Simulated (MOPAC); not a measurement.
MOPAC input (PM7):

```
PM7 1SCF UHF MS=0.5 GEO-OK AUX(PRECISION=9) THREADS=1
C2H5S

C     1.53379673 1    0.72178748 1   -0.05598659 1
C     0.05413916 1    0.71444552 1   -0.20590311 1
S    -0.80245468 1   -0.74723182 1    0.15829164 1
H    -2.04112453 1   -0.30969112 1   -0.11921902 1
H    -0.44898370 1    1.46562804 1   -0.79670620 1
H     1.90387340 1    1.74551367 1    0.02581078 1
H     1.84946314 1    0.17840682 1    0.83876032 1
H     2.04843123 1    0.25845385 1   -0.90997389 1
```

From the last part of the output:

```
                                                       MOPAC v23.2.5 Linux

          FINAL HEAT OF FORMATION =         13.47421 KCAL/MOL =      56.37608 KJ/MOL

          COSMO AREA              =         99.40 SQUARE ANGSTROMS
          COSMO VOLUME            =         83.49 CUBIC ANGSTROMS

          IONIZATION POTENTIAL    =          8.233279 EV
          ALPHA SOMO LUMO (EV)    =         -8.233 -0.060
          BETA  SOMO LUMO (EV)    =         -9.459 -0.034
          NO. OF ALPHA ELECTRONS  =         10
          NO. OF BETA  ELECTRONS  =          9
          MOLECULAR WEIGHT        =         61.1215         POINT GROUP:  C1

          MOLECULAR DIMENSIONS (Angstroms)

            Atom       Atom       Distance
            H     6    H     4     4.45061
            H     5    H     7     2.71586
            H     8    H     6     1.55404

          SCF CALCULATIONS        =          1

   ATOM   CHEMICAL          X               Y               Z
  NUMBER   SYMBOL      (ANGSTROMS)     (ANGSTROMS)     (ANGSTROMS)

     1       C          1.53379673  *   0.72178748  *  -0.05598659  *
     2       C          0.05413916  *   0.71444552  *  -0.20590311  *
     3       S         -0.80245468  *  -0.74723182  *   0.15829164  *
     4       H         -2.04112453  *  -0.30969112  *  -0.11921902  *
     5       H         -0.44898370  *   1.46562804  *  -0.79670620  *
     6       H          1.90387340  *   1.74551367  *   0.02581078  *
     7       H          1.84946314  *   0.17840682  *   0.83876032  *
     8       H          2.04843123  *   0.25845385  *  -0.90997389  *

                             CARTESIAN COORDINATES

   1    C        1.533796730     0.721787480    -0.055986590
   2    C        0.054139160     0.714445520    -0.205903110
   3    S       -0.802454680    -0.747231820     0.158291640
   4    H       -2.041124530    -0.309691120    -0.119219020
   5    H       -0.448983700     1.465628040    -0.796706200
   6    H        1.903873400     1.745513670     0.025810780
   7    H        1.849463140     0.178406820     0.838760320
   8    H        2.048431230     0.258453850    -0.909973890

           Empirical Formula: C2 H5 S  =     8 atoms

      MOLECULAR POINT GROUP   :   C1

          ALPHA EIGENVALUES
 -28.38798 -25.20612 -19.48059 -15.95295 -14.60657 -13.76748 -12.71456 -11.11166
 -10.52468  -8.23328  -0.06006   0.38964   0.62145   0.81019   0.91519   2.47013
   3.42340   4.29871   5.42557   5.48683   5.88118   6.72141

           BETA EIGENVALUES
 -28.20718 -25.07757 -19.15491 -15.82158 -14.22677 -13.60555 -12.65825 -10.83741
  -9.45915  -0.03440   0.03624   0.55491   0.86231   0.98323   1.41561   2.69745
   3.49678   4.57015   5.48427   5.57793   6.01923   6.75272

              NET ATOMIC CHARGES AND DIPOLE CONTRIBUTIONS

  ATOM NO.   TYPE          CHARGE      No. of ELECS.   s-Pop       p-Pop       d-Pop
    1          C          -0.425619        4.4256     1.04309     3.38253
    2          C          -0.256102        4.2561     1.12748     3.12862
    3          S          -0.102379        6.1024     1.86930     4.05313     0.17995
    4          H           0.152663        0.8473     0.84734
    5          H           0.149842        0.8502     0.85016
    6          H           0.156399        0.8436     0.84360
    7          H           0.161696        0.8383     0.83830
    8          H           0.163500        0.8365     0.83650
 DIPOLE           X         Y         Z       TOTAL
 POINT-CHG.    -0.152     0.494    -0.415     0.662
 HYBRID        -0.002     0.626    -0.310     0.699
 SUM           -0.154     1.120    -0.724     1.343

          ATOMIC ORBITAL ELECTRON POPULATIONS

     Atom    s        px        py        pz      x^2-y^2     xz        z^2       yz        xy
    1  C   1.04309   1.02349   1.18025   1.17880
    2  C   1.12748   1.00766   1.01693   1.10403
    3  S   1.86930   1.04416   1.21282   1.79615   0.05377   0.02970   0.02589   0.03464   0.03596
    4  H   0.84734
    5  H   0.85016
    6  H   0.84360
    7  H   0.83830
    8  H   0.83650

                    (SZ)    =    0.500000
                    (S**2)  =    0.771283

          ATOMIC ORBITAL SPIN POPULATIONS

    Atom   Total    s     px     py     pz   x^2-y^2  xz     z^2    yz     xy
         Atomic
    1  C -0.0355 -0.005 -0.025 -0.003 -0.003
    2  C  0.8807  0.031  0.052  0.171  0.626
    3  S  0.1324  0.003 -0.010 -0.014  0.094  0.011  0.021  0.003  0.023  0.000
    4  H  0.0009  0.001
    5  H -0.0236 -0.024
    6  H  0.0070  0.007
    7  H  0.0083  0.008
    8  H  0.0298  0.030

 **********************
 *                    *
 * JOB ENDED NORMALLY *
 *                    *
 **********************

 == MOPAC DONE ==
```
